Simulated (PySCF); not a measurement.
isobutane (C4H10), SMILES CC(C)C.

Coordinates come from a r2SCAN-D4/def2-SVP optimisation.

Method: ωB97X/def2-TZVP (PySCF).

Symmetry labels are those of the subgroup Cs that the program uses (full group C3v).

List the valence orbital energies around the gap with their symmetry. (Estimate from the structure and the level; the computed values follow.)


| orbital | symmetry | energy (eV) |
|---|---|---|
| HOMO−7 | A" | -14.69 |
| HOMO−6 | A' | -14.69 |
| HOMO−5 | A' | -13.24 |
| HOMO−4 | A" | -13.24 |
| HOMO−3 | A" | -12.62 |
| HOMO−2 | A' | -11.66 |
| HOMO−1 | A" | -11.66 |
| HOMO | A' | -11.43 |
| LUMO | A' | 3.06 |
| LUMO+1 | A' | 4.36 |
| LUMO+2 | A' | 4.58 |
| LUMO+3 | A" | 4.58 |
